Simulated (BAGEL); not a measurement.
# One shape, several levels: doublet CH6NSi

We compute a comparison of 6 runs (UHF/STO-3G, UHF/3-21G, ROHF/6-31G*, UHF/6-31G*, ROHF/def2-SVPD, UHF/def2-SVPD) of doublet CH6NSi. 

Program for the calculation: BAGEL 1.2.2.

**1. Starting point**

The species is CH6NSi (9 atoms), meant as a doublet with charge 0. As SMILES of the parent species, `C[N-][SiH3]`. Geometry: relaxed at GFN2-xTB. That shape belongs to the parent species and isn't relaxed for this state.

Bond lengths: C1–N2 1.417 Å, N2–Si3 1.647 Å, C1–H4 1.113 Å, C1–H5 1.106 Å, C1–H6 1.113 Å, Si3–H7 1.522 Å, Si3–H8 1.521 Å, Si3–H9 1.489 Å. Some angles: C1–N2–Si3 123.9°, N2–C1–H4 114.6°, N2–C1–H5 109.5°, N2–C1–H6 114.6°, N2–Si3–H7 120.3°, N2–Si3–H8 120.5°, N2–Si3–H9 107.2°, H4–C1–H5 106.2°, H4–C1–H6 105.2°, H5–C1–H6 106.2°.

**2. The energy at UHF/STO-3G (density fitting with qzvpp-jkfit) (run 1)**

File input.json:

```json
{ "bagel" : [

{
  "title" : "molecule",
  "basis" : "sto-3g",
  "df_basis" : "qzvpp-jkfit",
  "angstrom" : true,
  "geometry" : [
    { "atom" : "C", "xyz" : [   -0.712670,    0.919970,   -0.811790 ] },
    { "atom" : "N", "xyz" : [   -0.509930,    0.391650,    0.487660 ] },
    { "atom" : "Si", "xyz" : [    0.578670,   -0.793220,    0.839100 ] },
    { "atom" : "H", "xyz" : [    0.184970,    1.402450,   -1.260460 ] },
    { "atom" : "H", "xyz" : [   -1.495620,    1.699930,   -0.774320 ] },
    { "atom" : "H", "xyz" : [   -1.052450,    0.176080,   -1.567380 ] },
    { "atom" : "H", "xyz" : [    2.062060,   -0.577760,    0.574520 ] },
    { "atom" : "H", "xyz" : [    0.451190,   -2.171650,    0.208950 ] },
    { "atom" : "H", "xyz" : [    0.493780,   -1.047460,    2.303720 ] }
  ]
},
{
  "title" : "uhf",
  "nopen" : 1
},
{
  "title" : "print",
  "file" : "orbitals.molden",
  "orbitals" : true
}

]}
```

Launch:

```sh
BAGEL_NUM_THREADS=1 BAGEL input.json > input.out
```

The program printed:

```text
* using 1 threads per process

  ===============================================================
  ===============================================================

  *** Geometry ***

  { "atom" : "C", "xyz" : [     -1.346751,      1.738491,     -1.534061 ] },
  { "atom" : "N", "xyz" : [     -0.963628,      0.740111,      0.921544 ] },
  { "atom" : "Si", "xyz" : [      1.093528,     -1.498969,      1.585669 ] },
[... 5 lines of this table left out ...]
  { "atom" : "H", "xyz" : [      0.933109,     -1.979413,      4.353400 ] },

  Number of auxiliary basis functions:      388

  Since a DF basis is specified, we compute 2- and 3-index integrals:
    o Being stored without compression. Storage requirement is 0.002 GB

  Number of basis functions:       25
  Number of electrons      :       33

    * METHOD: MOLECULE                             0.27

  *** Open-shell HF ***

  === Nuclear Repulsion ===
   108.6015800137

      * DIIS with orbital gradients will be used.

  === UHF iteration (sto-3g) ===
      0       -380.11305198          0.02869939           0.04
      1       -380.17065717          0.00871442           0.06
      2       -380.17809471          0.00296375           0.06
[... 15 lines of this table left out ...]
     18       -380.17929672          0.00000000           0.05
    * SCF iteration converged.

    * S^2 (UHF) is 0.7601

    * Permanent dipole moment:
           (   -0.143843,     0.003312,     0.590491) a.u.

    * METHOD: UHF                                  1.14

    * METHOD: PRINT                                0.01

  ===============================================================
```

Run time: 2 s. Hardware: 1 thread of Intel Xeon at 2.50GHz (Skylake/Cascade Lake), shared host.

**3. A single-point energy at UHF/3-21G (density fitting with qzvpp-jkfit) (run 2)**

File input.json:

```json
{ "bagel": [

{
  "title": "molecule",
  "basis": "3-21g",
  "df_basis": "qzvpp-jkfit",
  "angstrom": true,
  "geometry": [
    { "atom": "C", "xyz": [   -0.712670,    0.919970,   -0.811790 ] },
    { "atom": "N", "xyz": [   -0.509930,    0.391650,    0.487660 ] },
    { "atom": "Si", "xyz": [    0.578670,   -0.793220,    0.839100 ] },
    { "atom": "H", "xyz": [    0.184970,    1.402450,   -1.260460 ] },
    { "atom": "H", "xyz": [   -1.495620,    1.699930,   -0.774320 ] },
    { "atom": "H", "xyz": [   -1.052450,    0.176080,   -1.567380 ] },
    { "atom": "H", "xyz": [    2.062060,   -0.577760,    0.574520 ] },
    { "atom": "H", "xyz": [    0.451190,   -2.171650,    0.208950 ] },
    { "atom": "H", "xyz": [    0.493780,   -1.047460,    2.303720 ] }
  ]
},
{
  "title": "uhf",
  "nopen": 1
},
{
  "title": "print",
  "file": "orbitals.molden",
  "orbitals": true
}

]}
```

Launch:

```sh
BAGEL_NUM_THREADS=1 BAGEL input.json > input.out
```

The program printed:

```text
* using 1 threads per process

  ===============================================================
  ===============================================================

  *** Geometry ***

  { "atom" : "C", "xyz" : [     -1.346751,      1.738491,     -1.534061 ] },
  { "atom" : "N", "xyz" : [     -0.963628,      0.740111,      0.921544 ] },
  { "atom" : "Si", "xyz" : [      1.093528,     -1.498969,      1.585669 ] },
[... 5 lines of this table left out ...]
  { "atom" : "H", "xyz" : [      0.933109,     -1.979413,      4.353400 ] },

  Number of auxiliary basis functions:      388

  Since a DF basis is specified, we compute 2- and 3-index integrals:
    o Being stored without compression. Storage requirement is 0.006 GB

  Number of basis functions:       43
  Number of electrons      :       33

    * METHOD: MOLECULE                             0.34

  *** Open-shell HF ***

  === Nuclear Repulsion ===
   108.6015800137

      * DIIS with orbital gradients will be used.

  === UHF iteration (3-21g) ===
      0       -382.47119964          0.04476236           0.11
      1       -382.56201087          0.02491103           0.07
      2       -382.59007597          0.01408647           0.07
[... 18 lines of this table left out ...]
     21       -382.60041624          0.00000001           0.11
    * SCF iteration converged.

    * S^2 (UHF) is 0.7609

    * Permanent dipole moment:
           (   -0.049935,    -0.167470,     0.901950) a.u.

    * METHOD: UHF                                  2.28

    * METHOD: PRINT                                0.01

  ===============================================================
```

Run time: 3.3 s. Hardware: 1 thread of Intel Xeon at 2.50GHz (Skylake/Cascade Lake), shared host.

Runs 3 to 5 aren't shown in full; the table further down has their settings and results.

**4. The energy at UHF/def2-SVPD (density fitting with qzvpp-jkfit) (run 6)**

File hf.json:

```json
{ "bagel": [

{
  "title": "molecule",
  "basis": "def2-svpd.json",
  "df_basis": "qzvpp-jkfit",
  "angstrom": true,
  "geometry": [
    { "atom": "C", "xyz": [   -0.712670,    0.919970,   -0.811790 ] },
    { "atom": "N", "xyz": [   -0.509930,    0.391650,    0.487660 ] },
    { "atom": "Si", "xyz": [    0.578670,   -0.793220,    0.839100 ] },
    { "atom": "H", "xyz": [    0.184970,    1.402450,   -1.260460 ] },
    { "atom": "H", "xyz": [   -1.495620,    1.699930,   -0.774320 ] },
    { "atom": "H", "xyz": [   -1.052450,    0.176080,   -1.567380 ] },
    { "atom": "H", "xyz": [    2.062060,   -0.577760,    0.574520 ] },
    { "atom": "H", "xyz": [    0.451190,   -2.171650,    0.208950 ] },
    { "atom": "H", "xyz": [    0.493780,   -1.047460,    2.303720 ] }
  ]
},
{ "title": "uhf", "nopen": 1 },
{ "title": "print", "file": "orbitals.molden", "orbitals": true }

]}
```

The basis set def2-SVPD is read from a file made from the Basis Set Exchange's data (not shown).

Launch:

```sh
BAGEL_NUM_THREADS=1 BAGEL hf.json > hf.out
```

The program printed:

```text
* using 1 threads per process

  ===============================================================
  ===============================================================

  *** Geometry ***

  { "atom" : "C", "xyz" : [     -1.346751,      1.738491,     -1.534061 ] },
  { "atom" : "N", "xyz" : [     -0.963628,      0.740111,      0.921544 ] },
  { "atom" : "Si", "xyz" : [      1.093528,     -1.498969,      1.585669 ] },
[... 5 lines of this table left out ...]
  { "atom" : "H", "xyz" : [      0.933109,     -1.979413,      4.353400 ] },

  Number of auxiliary basis functions:      388

  Since a DF basis is specified, we compute 2- and 3-index integrals:
    o Being stored without compression. Storage requirement is 0.039 GB

  Number of basis functions:      112
  Number of electrons      :       33

    * METHOD: MOLECULE                             0.48

  *** Open-shell HF ***

  === Nuclear Repulsion ===
   108.6015800137

      * DIIS with orbital gradients will be used.

  === UHF iteration (def2-svpd.json) ===
      0       -384.32950825          0.02801310           0.32
      1       -384.46145650          0.02015615           0.29
      2       -384.50854275          0.01013336           0.25
[... 18 lines of this table left out ...]
     21       -384.53012470          0.00000001           0.26
    * SCF iteration converged.

    * S^2 (UHF) is 0.7616

    * Permanent dipole moment:
           (    0.066323,    -0.239823,     0.713357) a.u.

    * METHOD: UHF                                  6.24

    * METHOD: PRINT                                0.04

  ===============================================================
```

It took 7.5 s on 1 thread of Intel Xeon at 2.50GHz (Skylake/Cascade Lake), shared host.

**5. All runs side by side**

| run | level | energy (Eh) | dipole moment (D) | ⟨S²⟩ | wall time |
| --- | --- | --- | --- | --- | --- |
| 1 | UHF/STO-3G (density fitting with qzvpp-jkfit) | -380.179297 | 1.54 | 0.760 | 2 s |
| 2 | UHF/3-21G (density fitting with qzvpp-jkfit) | -382.600416 | 2.34 | 0.761 | 3.3 s |
| 3 | ROHF/6-31G* (density fitting with qzvpp-jkfit, spherical functions) | -384.659269 | 2.07 | 0.750 | 3.9 s |
| 4 | UHF/6-31G* (density fitting with qzvpp-jkfit, spherical functions) | -384.663766 | 2.07 | 0.760 | 3.6 s |
| 5 | ROHF/def2-SVPD (density fitting with qzvpp-jkfit) | -384.525245 | 1.92 | 0.750 | 6.9 s |
| 6 | UHF/def2-SVPD (density fitting with qzvpp-jkfit) | -384.530125 | 1.92 | 0.762 | 7.5 s |

**6. What came out**

| quantity | value |
| --- | --- |
| run 6: total energy | -384.53012 Eh |
| run 6: dipole moment | 1.92 D |
| run 6: ⟨S²⟩ | 0.762 |

What this shows: The dipole moment (its size) runs from 1.54 D (UHF/STO-3G) to 2.34 D (UHF/3-21G). In run 1 the basis is minimal, so the values are rough. All runs together took 27 s, the longest 7.5 s.
